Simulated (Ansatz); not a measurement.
This Ansatz (a program for electronic structure) input (MP2/aug-cc-pVTZ) gives -40.41439 Eh with 138 basis functions. A basis named .json is the Basis Set Exchange file of that set (core-valence sets with the plain set on hydrogen).

Ansatz 0.2 input:
```yaml
crystal:
  periodic: [false, false, false]
  atoms:
    - {symbol: C, position_ang: [-0.00000000, 0.00000000, -0.00000000]}
    - {symbol: H, position_ang: [0.62054657, 0.62688914, 0.63896175]}
    - {symbol: H, position_ang: [-0.64285838, -0.62489528, 0.61852983]}
    - {symbol: H, position_ang: [0.63693263, -0.63278043, -0.61664082]}
    - {symbol: H, position_ang: [-0.61462083, 0.63078657, -0.64085076]}
basis:
  gaussian:
    orbitals: aug-cc-pVTZ
    fitting: {mean_field: def2-universal-jkfit, correlation: cc-pVQZ-RIFIT.json}
magnetization: {spin_polarized: false}
correlation: {method: mp2, electrons: outside_noble_gas}
```

Change:
```diff
- fitting: {mean_field: def2-universal-jkfit, correlation: cc-pVQZ-RIFIT.json}
+ fitting: {mean_field: def2-universal-jkfit, correlation: cc-pVDZ-RIFIT.json}
```

What does the run give now?

-40.41384 Eh (MP2/aug-cc-pVTZ, 138 functions), a change of +0.55 mEh.
